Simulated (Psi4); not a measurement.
**doublet AlH2ClO− at 6 levels**

Aim: a comparison of 6 runs (UB3LYP/aug-cc-pVDZ, UBHLYP/aug-cc-pVDZ, UCAM-B3LYP/aug-cc-pVDZ, UM06-2X/aug-cc-pVDZ, UM06-L/aug-cc-pVDZ, UPBE0/aug-cc-pVDZ) of doublet AlH2ClO−. 

The results are computed with Psi4 1.11.

## (1) The molecule

AlH2ClO− has 5 atoms, charge -1, and is taken as a doublet. As SMILES of the parent species, `[OH][AlH][Cl]`. The shape is that of a PBE0-D4/def2-TZVP optimisation. This is one conformer, not always the lowest. That shape belongs to the parent species and isn't relaxed for this state.

Bond lengths: O1–Al2 1.684 Å, Al2–Cl3 2.096 Å, O1–H4 0.956 Å, Al2–H5 1.563 Å. Angles: O1–Al2–Cl3 119.8°, O1–Al2–H5 119.3°, Cl3–Al2–H5 120.9°, Al2–O1–H4 124.3°.

## (2) Energy and gradient at UB3LYP/aug-cc-pVDZ (run 1)

File alclh2o.xyz:

```xyz
5
AlClH2O
O     -1.110100     0.370900    -0.514400
Al     0.431000     0.184900     0.137500
Cl     1.114900    -1.725400     0.662800
H     -1.719500    -0.349100    -0.669500
H      1.333500     1.445000     0.342200
```

File run_ase.py:

```python
import numpy as np
from ase.calculators.psi4 import Psi4
from ase.io import read

mol = read('alclh2o.xyz')
calc = Psi4(atoms=mol, method='b3lyp', basis='aug-cc-pVDZ', memory='1600MB', num_threads=1, charge=-1, multiplicity=2, label='alclh2o', reference='uks')
calc.psi4.set_options({'puream': True, 'e_convergence': 1e-09, 'd_convergence': 1e-08, 'scf_type': 'pk', 'dft_radial_points': 99, 'dft_spherical_points': 590, 'maxiter': 200})
mol.calc = calc

forces = mol.get_forces()
print(f'energy: {mol.get_potential_energy():.6f} eV')
print('forces / eV A^-1')
print(np.round(forces, 5))
```

Launch:

```sh
$ python run_ase.py
```

alclh2o.dat:

```text
[...]
  Running in c1 symmetry.
[...]
  Nuclear repulsion =  129.301590769676494
[...]
  Multiplicity = 2
[...]
  Nalpha       = 21
  Nbeta        = 20
[...]
    Number of basis functions: 95
[...]
   @UKS iter   1:  -778.84150491938237   -1.91108e-01   9.32555e-03 ADIIS/DIIS
[...]
   @UKS iter  29:  -779.21853884032862   -1.42450e-10   5.44085e-09 DIIS
[...]
   @S^2 Observed:                7.510251568E-01
[...]
  @UKS Final Energy:  -779.21853884032862
   => Energetics <=
    Nuclear Repulsion Energy =            129.3015907696764941
    One-Electron Energy =               -1341.1639528686346239
    Two-Electron Energy =                 478.1619625657377242
    DFT Exchange-Correlation Energy =     -45.5181393071082567
    Empirical Dispersion Energy =           0.0000000000000000
    VV10 Nonlocal Energy =                  0.0000000000000000
    Total Energy =                       -779.2185388403287334
[...]
  -Total Gradient:
     Atom            X                  Y                   Z
    ------   -----------------  -----------------  -----------------
       1        0.029460241592    -0.003630375837     0.012849134275
       2       -0.021394674872    -0.022924425038    -0.006531408766
       3       -0.007660929899     0.026058674697    -0.006255028195
       4        0.001090205279     0.002032690336     0.000091997947
       5       -0.001511813424    -0.001544493529    -0.000162957835
[...]
```

Standard output:

```text
energy: -21203.616458 eV
forces / eV A^-1
[[-1.51491  0.18668 -0.66073]
 [ 1.10016  1.17882  0.33586]
 [ 0.39394 -1.33999  0.32165]
 [-0.05606 -0.10453 -0.00473]
 [ 0.07774  0.07942  0.00838]]
```

Wall time 50 s (1 thread of Intel Xeon 6975P-C (Granite Rapids), shared host); peak memory 0.85 GiB.

## (3) The energy at UBHLYP/aug-cc-pVDZ (run 2)

File job.json:

```json
{
 "schema_name": "qcschema_input",
 "schema_version": 1,
 "molecule": {
  "schema_name": "qcschema_molecule",
  "schema_version": 2,
  "symbols": ["O", "Al", "Cl", "H", "H"],
  "geometry": [-2.09778497, 0.70089942, -0.97207512, 0.81447196, 0.34941036, 0.25983734, 2.10685566, -3.26053346, 1.25251048, -3.24938407, -0.65970339, -1.26517164, 2.51994979, 2.73065425, 0.64666428],
  "molecular_charge": -1,
  "molecular_multiplicity": 2,
  "fix_symmetry": "c1"
 },
 "driver": "energy",
 "model": {
  "method": "bhhlyp",
  "basis": "aug-cc-pVDZ"
 },
 "keywords": {
  "reference": "uks",
  "puream": true,
  "e_convergence": 1e-09,
  "d_convergence": 1e-08,
  "scf_type": "pk",
  "dft_radial_points": 99,
  "dft_spherical_points": 590,
  "maxiter": 200
 }
}
```

Launch:

```sh
$ psi4 --qcschema job.json -n 1 --memory 1600MB
```

stdout:

```text
[...]
  Running in c1 symmetry.
[...]
  Nuclear repulsion =  129.301590710630848
[...]
  Multiplicity = 2
[...]
  Nalpha       = 21
  Nbeta        = 20
[...]
    Number of basis functions: 95
[...]
   @UKS iter   1:  -778.87487928516180   -4.33167e-01   7.88759e-03 DIIS/ADIIS
[...]
   @UKS iter  20:  -779.14292941209669   -2.24873e-10   7.58338e-09 DIIS
[...]
   @S^2 Observed:                7.511984773E-01
[...]
  @UKS Final Energy:  -779.14292941209669
   => Energetics <=
    Nuclear Repulsion Energy =            129.3015907106308475
    One-Electron Energy =               -1341.1727433305604791
    Two-Electron Energy =                 461.7397283188878419
    DFT Exchange-Correlation Energy =     -29.0115051110546851
    Empirical Dispersion Energy =           0.0000000000000000
    VV10 Nonlocal Energy =                  0.0000000000000000
    Total Energy =                       -779.1429294120965778
[...]
 Multipole Moments:
 ------------------------------------------------------------------------------------
     Multipole            Electronic (a.u.)      Nuclear  (a.u.)        Total (a.u.)
 ------------------------------------------------------------------------------------
 L = 1.  Multiply by 2.5417464519 to convert [e a0] to [Debye]
 Dipole X            :          1.3057768           -1.8025124           -0.4967356
 Dipole Y            :         -4.3169953            2.4594517           -1.8575435
 Dipole Z            :          1.0623627           -1.0520314            0.0103313
 Magnitude           :                                                    1.9228419
[...]
```

The result, in JSON:

```text
{
 "driver": "energy",
 "model": {
  "method": "bhhlyp",
  "basis": "aug-cc-pVDZ"
 },
 "success": true,
 "return_result": -779.1429294120967,
 "properties": {
  "calcinfo_nbasis": 95,
  "calcinfo_nmo": 95,
  "calcinfo_nalpha": 21,
  "calcinfo_nbeta": 20,
  "calcinfo_natom": 5,
  "nuclear_repulsion_energy": 129.30159071063085,
  "return_energy": -779.1429294120967,
  "scf_one_electron_energy": -1341.1727433305605,
  "scf_two_electron_energy": 461.73972831888784,
  "scf_xc_energy": -29.011505111054685,
  "scf_dipole_moment": [-0.49673555324420304, -1.857543534617288, 0.010331268951254247],
  "scf_total_energy": -779.1429294120967,
  "scf_iterations": 20
 }
}
```

Wall time 26 s (1 thread of Intel Xeon 6975P-C (Granite Rapids), shared host); peak memory 0.84 GiB.

Run 3 isn't shown in full; the table further down has it.

## (4) A single-point energy at UM06-2X/aug-cc-pVDZ (run 4)

File input.json:

```json
{
  "schema_name": "qcschema_input",
  "schema_version": 1,
  "molecule": {
    "schema_name": "qcschema_molecule",
    "schema_version": 2,
    "symbols": ["O", "Al", "Cl", "H", "H"],
    "geometry": [-2.09778497, 0.70089942, -0.97207512, 0.81447196, 0.34941036, 0.25983734, 2.10685566, -3.26053346, 1.25251048, -3.24938407, -0.65970339, -1.26517164, 2.51994979, 2.73065425, 0.64666428],
    "molecular_charge": -1,
    "molecular_multiplicity": 2,
    "fix_symmetry": "c1",
    "fix_com": true,
    "fix_orientation": true
  },
  "driver": "energy",
  "model": {
    "method": "m06-2x",
    "basis": "aug-cc-pVDZ"
  },
  "keywords": {
    "reference": "uks",
    "puream": true,
    "e_convergence": 1e-09,
    "d_convergence": 1e-08,
    "scf_type": "pk",
    "dft_radial_points": 99,
    "dft_spherical_points": 590,
    "maxiter": 200
  }
}
```

Launch:

```sh
$ psi4 --qcschema input.json -n 1 --memory 1600MB
```

stdout:

```text
[...]
  Running in c1 symmetry.
[...]
  Nuclear repulsion =  129.301590710630848
[...]
  Multiplicity = 2
[...]
  Nalpha       = 21
  Nbeta        = 20
[...]
    Number of basis functions: 95
[...]
   @UKS iter   1:  -778.85274964311327   -4.24851e-01   7.60652e-03 DIIS/ADIIS
[...]
   @UKS iter  20:  -779.10879685071609   -1.48589e-10   7.89869e-09 DIIS
[...]
   @S^2 Observed:                7.530119736E-01
[...]
  @UKS Final Energy:  -779.10879685071609
   => Energetics <=
    Nuclear Repulsion Energy =            129.3015907106308475
    One-Electron Energy =               -1341.6531424327824880
    Two-Electron Energy =                 460.0296791376175065
    DFT Exchange-Correlation Energy =     -26.7869242661818099
    Empirical Dispersion Energy =           0.0000000000000000
    VV10 Nonlocal Energy =                  0.0000000000000000
    Total Energy =                       -779.1087968507160895
[...]
 Multipole Moments:
 ------------------------------------------------------------------------------------
     Multipole            Electronic (a.u.)      Nuclear  (a.u.)        Total (a.u.)
 ------------------------------------------------------------------------------------
 L = 1.  Multiply by 2.5417464519 to convert [e a0] to [Debye]
 Dipole X            :        -30.2352650           28.8929677           -1.3422973
 Dipole Y            :         42.5566048          -43.2085879           -0.6519831
 Dipole Z            :        -16.7148888           16.2754553           -0.4394335
 Magnitude           :                                                    1.5556175
[...]
```

The result, in JSON:

```text
{
 "driver": "energy",
 "model": {
  "method": "m06-2x",
  "basis": "aug-cc-pVDZ"
 },
 "success": true,
 "return_result": -779.1087968507161,
 "properties": {
  "calcinfo_nbasis": 95,
  "calcinfo_nmo": 95,
  "calcinfo_nalpha": 21,
  "calcinfo_nbeta": 20,
  "calcinfo_natom": 5,
  "nuclear_repulsion_energy": 129.30159071063085,
  "return_energy": -779.1087968507161,
  "scf_one_electron_energy": -1341.6531424327825,
  "scf_two_electron_energy": 460.0296791376175,
  "scf_xc_energy": -26.78692426618181,
  "scf_dipole_moment": [-1.3422973126965587, -0.6519830730168863, -0.43943352973763083],
  "scf_total_energy": -779.1087968507161,
  "scf_iterations": 20
 }
}
```

Wall time 47 s (1 thread of Intel Xeon 6975P-C (Granite Rapids), shared host); peak memory 0.94 GiB.

Run 5 isn't shown in full; the table further down has it.

## (5) Energy and forces at UPBE0/aug-cc-pVDZ (run 6)

File run.py:

```python
import psi4

psi4.set_memory(1600000000)
psi4.set_num_threads(1)
psi4.set_output_file('output.dat', False)

mol = psi4.geometry("""
-1 2
O     -2.09778497     0.70089942    -0.97207512
Al     0.81447196     0.34941036     0.25983734
Cl     2.10685566    -3.26053346     1.25251048
H     -3.24938407    -0.65970339    -1.26517164
H      2.51994979     2.73065425     0.64666428
units au
symmetry c1
""")

psi4.set_options({
    'basis': 'aug-cc-pVDZ',
    'reference': 'uks',
    'puream': True,
    'e_convergence': 1e-09,
    'd_convergence': 1e-08,
    'scf_type': 'pk',
    'dft_radial_points': 99,
    'dft_spherical_points': 590,
    'maxiter': 200,
})

e, wfn = psi4.gradient('pbe0', molecule=mol, return_wfn=True)
psi4.oeprop(wfn, 'DIPOLE', 'LOWDIN_CHARGES', 'MULLIKEN_CHARGES')
print('gradient / Eh bohr^-1')
print(e.np.round(6))
print(f'energy = {wfn.energy():.10f} Eh')
for k, v in sorted(psi4.core.scalar_variables().items()):
    print(f'{k:45s} {v:18.10f}')
```

Launch:

```sh
$ python run.py
```

output.dat:

```text
[...]
  Running in c1 symmetry.
[...]
  Nuclear repulsion =  129.301590710630848
[...]
  Multiplicity = 2
[...]
  Nalpha       = 21
  Nbeta        = 20
[...]
    Number of basis functions: 95
[...]
   @UKS iter   1:  -778.50194615589476   -2.61605e-01   8.74290e-03 ADIIS/DIIS
[...]
   @UKS iter  15:  -778.83265555829803   -2.04636e-12   4.89344e-09 DIIS
[...]
   @S^2 Observed:                7.516221162E-01
[...]
  @UKS Final Energy:  -778.83265555829803
   => Energetics <=
    Nuclear Repulsion Energy =            129.3015907106308475
    One-Electron Energy =               -1341.2731875166127793
    Two-Electron Energy =                 475.5323868058999892
    DFT Exchange-Correlation Energy =     -42.3934455582160439
    Empirical Dispersion Energy =           0.0000000000000000
    VV10 Nonlocal Energy =                  0.0000000000000000
    Total Energy =                       -778.8326555582981428
[...]
  -Total Gradient:
     Atom            X                  Y                   Z
    ------   -----------------  -----------------  -----------------
       1        0.030382188264    -0.001623502991     0.012626852437
       2       -0.019671985312    -0.019564075788    -0.005574883935
       3       -0.006699688657     0.024102737509    -0.005816771336
       4       -0.001402233680     0.000143383330    -0.000597347703
       5       -0.002636129299    -0.003075728178    -0.000647038298
[...]
```

Standard output:

```text
gradient / Eh bohr^-1
[[ 0.030382 -0.001624  0.012627]
 [-0.019672 -0.019564 -0.005575]
 [-0.0067    0.024103 -0.005817]
 [-0.001402  0.000143 -0.000597]
 [-0.002636 -0.003076 -0.000647]]
energy = -778.8326555583 Eh
CURRENT ENERGY                                   -778.8326555583
CURRENT REFERENCE ENERGY                         -778.8326555583
DD SOLVATION ENERGY                                 0.0000000000
DFT FUNCTIONAL TOTAL ENERGY                      -778.8326555583
DFT TOTAL ENERGY                                 -778.8326555583
DFT VV10 ENERGY                                     0.0000000000
DFT XC ENERGY                                     -42.3934455582
GRID ELECTRONS ALPHA                               20.9988509466
GRID ELECTRONS BETA                                19.9999990602
GRID ELECTRONS TOTAL                               40.9988500068
NUCLEAR REPULSION ENERGY                          129.3015907106
ONE-ELECTRON ENERGY                             -1341.2731875166
PCM POLARIZATION ENERGY                             0.0000000000
PE ENERGY                                           0.0000000000
SCF ITERATION ENERGY                             -778.8326555583
SCF ITERATIONS                                     15.0000000000
SCF TOTAL ENERGY                                 -778.8326555583
TWO-ELECTRON ENERGY                               475.5323868059
XC GRID RADIAL POINTS                              99.0000000000
XC GRID SPHERICAL POINTS                          590.0000000000
XC GRID TOTAL POINTS                           283997.0000000000
```

Wall time 33 s (1 thread of Intel Xeon 6975P-C (Granite Rapids), shared host); peak memory 0.83 GiB.

## (6) Overview of the runs

| run | level | task | energy (Eh) | HOMO energy (eV) | LUMO energy (eV) | ⟨S²⟩ | wall time |
| --- | --- | --- | --- | --- | --- | --- | --- |
| 1 | UB3LYP/aug-cc-pVDZ | gradient | -779.218539 | 1.40 | 2.15 | 0.751 | 50 s |
| 2 | UBHLYP/aug-cc-pVDZ | energy | -779.142929 | 1.15 | 2.62 | 0.751 | 26 s |
| 3 | UCAM-B3LYP/aug-cc-pVDZ | energy | -779.169863 | 0.91 | 2.67 | 0.751 | 42 s |
| 4 | UM06-2X/aug-cc-pVDZ | energy | -779.108797 | 1.11 | 2.69 | 0.753 | 47 s |
| 5 | UM06-L/aug-cc-pVDZ | gradient | -779.152517 | 1.44 | 1.59 | 0.750 | 1.7 min |
| 6 | UPBE0/aug-cc-pVDZ | gradient | -778.832656 | 1.30 | 2.23 | 0.752 | 33 s |

## (7) Summary of results

| quantity | value |
| --- | --- |
| run 6: total energy | -778.83266 Eh |
| run 6: HOMO energy (highest over α and β) | 1.30 eV |
| run 6: LUMO energy (lowest over α and β) | 2.23 eV |
| run 6: ⟨S²⟩ | 0.752 |
| run 6: largest force on an atom | 1.694 eV/Å |

In words: Totals of different functionals can't be ranked against each other. In runs 1, 2, 3, 4, 5, 6 the HOMO lies above zero, so the outermost electron may be held by the basis alone. All runs together took 5 min, the longest 1.7 min.
